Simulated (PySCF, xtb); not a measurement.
CH4, SMILES C.

Harmonic wavenumbers (cm⁻¹) from GFN2-xTB (xtb 6.7.1) at its own minimum, in rising order: 1385, 1386, 1386, 1557, 1558, 3090, 3103, 3104, 3104.

Q: What does PBE-D3(BJ)/def2-TZVPD (PySCF 2.14.0) give at its own minimum? (Estimate from the structure and the level; the computed values follow.)

A: 1284, 1284, 1284, 1507, 1507, 2972, 3087, 3087, 3087. Paired by order, the mean absolute difference is 64 cm⁻¹ and the zero-point energies are 28.1 and 27.3 kcal/mol.
